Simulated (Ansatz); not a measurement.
Ideal-gas functions of `N=C=CF` at 400 K and 1 bar, from an Ansatz frequency run at PBE0-D4/def2-TZVP.

Molar mass 59.04 g/mol, point group C1 (symmetry number 1), electronic degeneracy 1, moments of inertia 9.848, 111.913, 120.257 u Å². Harmonic wavenumbers (cm⁻¹, unscaled): 239, 415, 623, 660, 882, 1036, 1095, 1219, 1426, 2157, 3247, 3456.

Use S(trans) = R[1.5 ln M + 2.5 ln T − 1.1517]; rotational temperatures θ = 24.2544 K / I; S(rot) = R[ln(√π/σ · √(T³/θAθBθC)) + 1.5]; for each mode x = 1.438777 ν̃/T, S = R[x/(eˣ − 1) − ln(1 − e⁻ˣ)] and H = RT x/(eˣ − 1); 1 cm⁻¹ = 0.0119627 kJ/mol; R = 8.31446 J/(mol·K).

By hand: the entropy, in J/(mol·K).

Translation 165.8. Rotation: θ = 2.4629, 0.2167, 0.2017 K, giving 101.2. Vibration, mode by mode: 9.82, 5.71, 3.15, 2.84, 1.51, 0.97, 0.81, 0.56, 0.30, 0.03, 0.00, 0.00, in all 25.7. Electronic 0.0. Sum 292.7 J/(mol·K).

By hand: H − E and G − E in kJ/mol, counted from the electronic energy.

Zero-point energy ½ × 16455 × 0.0119627 = 98.4; thermal vibration 6.6; translation, rotation and pV give 4 RT = 13.3. H − E = 118.3 kJ/mol, and G − E = 118.3 − 400 × 292.7/1000 = 1.2 kJ/mol.

Vibration gives 9 % of the entropy. The sum counts one conformer and one mirror image; others add a mixing term.
